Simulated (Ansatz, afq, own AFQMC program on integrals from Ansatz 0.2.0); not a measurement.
AFQMC on a folder of integrals that Ansatz 0.2.0 wrote.

```yaml
crystal:
  periodic: [false, false, false]
  atoms:
    - {symbol: W, position_ang: [0.000000, 0.000000, 0.000000]}
    - {symbol: H, position_ang: [0.000000, 0.000000, 1.890000]}
basis:
  gaussian: {orbitals: def2-TZVP}
magnetization: {spin_polarized: false, initial_magnetization: 3}
correlation: {method: ccsd_t, electrons: outside_noble_gas, hamiltonian_folder: ham}
```

```sh
$ ansatz run in.yaml --threads 1 --pin off --events-out ev --progress --plain --max-ram 1382MiB
```

Options of the walk:

```
--method phaseless --trial cisd --walkers 60 --populations 1 --least-time 40 --time-step 0.005 --steps-per-block 50 --equilibration-blocks 40 --max-blocks 300 --target-error 0.00032 --factor-cut 1e-05 --start spin_pure --seed 9076 --release-times 0.24,0.6,1.2,2,3,4.2 --release-step 0.04 --release-every 4 --taylor-order 6
```

Times are imaginary, in 1/Eh. The walk had a cap of 1826 s. Core potentials past Kr, no spin–orbit coupling.

Output of the walk:

```
orbitals 42  electrons 5 2  factors 323 of 422
reference energy -66.84078088 Eh
CCSD correlation -0.13580919 Eh in 17 cycles, weight of the determinant in the CISD state 0.8459
energy of the start -66.976590 Eh
 block  time / (1/Eh)  mean weight  energy / Eh
     1     0.250  0.9994  -66.975551
     2     0.500  0.9992  -66.976060
     3     0.750  0.9998  -66.977070
     4     1.000  0.9996  -66.978508
     5     1.250  0.9994  -66.978304
     8     2.000  0.9998  -66.982244
    17     4.250  0.9981  -66.982799
    41    10.250  1.0005  -66.986658
    65    16.250  1.0002  -66.983576
    89    22.250  1.0003  -66.973288
   113    28.250  1.0012  -66.984633
   137    34.250  1.0012  -66.979754
   161    40.250  1.0027  -66.993526
   185    46.250  1.0006  -66.981961
   209    52.250  0.9993  -66.981735
   233    58.250  1.0006  -66.983233
   257    64.250  1.0005  -66.986786
   281    70.250  1.0002  -66.985752
   289    72.250  0.9993  -66.993771
   305    76.250  0.9986  -66.981403
   329    82.250  1.0015  -66.981762
   337    84.250  0.9981  -66.981226
blocks merged  error / Eh  count
     1  0.000230  300
     2  0.000288  150
     4  0.000346  75
     8  0.000438  37
    16  0.000578  18
    32  0.000583  9
released: time / (1/Eh)  energy / Eh  error  mean overlap
  0.24  -66.984272  0.000659  0.9942
  0.60  -66.984102  0.000735  0.9985
  1.20  -66.983825  0.000595  1.0133
  2.00  -66.983641  0.000743  1.0392
  3.00  -66.984409  0.000716  0.9905
  4.20  -66.983176  0.000869  0.9933
energy -66.983507 +/- 0.000578 Eh
(rows thinned)
```

The run failed at least one of its tests; the cautions name the faults.

Against this walk (error 15.7 meV) on the same determinant: CCSD(T) 6.8 meV higher (within the noise), CCSDT(Q) 78.6 meV lower. The error is statistical and leaves out the bias of the constraint. None of these is a sure reference here. Released to 4.20 1/Eh the energy moves by 9 ± 28 meV (both errors), within twice the noise.

Cautions: constraint bias not in the error; error not settled; error above the target (15.7 against 8.7 meV); no spin-orbit coupling; outer-core shells of the metal frozen; lower spins were not checked; higher spins were not checked; a spin-contaminated unrestricted determinant lies lower (UHF 647 meV lower, ⟨S²⟩ 4.62); strong correlation (T1 0.049, weight of the determinant 0.85, largest double 0.15); CCSDT(Q) on the UHF determinant differs (20 meV lower), perhaps since the unrestricted series falls towards higher spin; the bias of populations of 60 walkers isn't removed.

The walk took 9.1 min on 1 thread of Arm Neoverse V2, with other jobs on the host. The log's last line is the phaseless energy.

CCSDT and higher add their correlation energy to the determinant of the CCSD(T) run, since their own runs factorise the integrals more tightly (a shift of under 2 meV). A walk keeps the symmetry of its determinant, which the program's search chose and which needn't be the lowest solution, so a lower state of the same spin and another symmetry isn't excluded.
